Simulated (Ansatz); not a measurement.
C2H5O (`[CH2]OC`) radical. Total charge 0; spin multiplicity 2. The geometry is a stationary point of PBE0-D4/def2-TZVP.

```xyz
8

C    -0.010   -1.289   -0.250
O    -0.673   -0.129   -0.409
C     0.000    1.006    0.085
H     0.741   -1.356    0.531
H    -0.555   -2.159   -0.590
H     0.215    0.898    1.154
H    -0.657    1.862   -0.065
H     0.939    1.168   -0.456
```

Q: What is the dipole moment at ωB97M-V/def2-TZVPP? (Best estimate.)

A: Computed: 1.33 D, with components (0.67, 0.77, 0.86) D in this frame, pointing from negative to positive charge.

Q: And with PBE, r2SCAN, B3LYP? (Estimate.)

A: Ansatz gave: PBE 1.27 D, r2SCAN 1.27 D, B3LYP 1.32 D.

Q: Give the Mulliken charges with ωB97M-V, PBE, B3LYP in def2-TZVPP. (Estimate.)

A: The calculation gave: 
```
atom  ωB97M-V    PBE  B3LYP
  C1    -0.16  -0.16  -0.14
  O2    -0.24  -0.18  -0.25
  C3    -0.18  -0.14  -0.12
  H4     0.10   0.07   0.08
  H5     0.11   0.10   0.11
  H6     0.11   0.09   0.09
  H7     0.13   0.11   0.12
  H8     0.13   0.10   0.10
```

B3LYP here is the variant with VWN-RPA as its local correlation; programs differ in this.
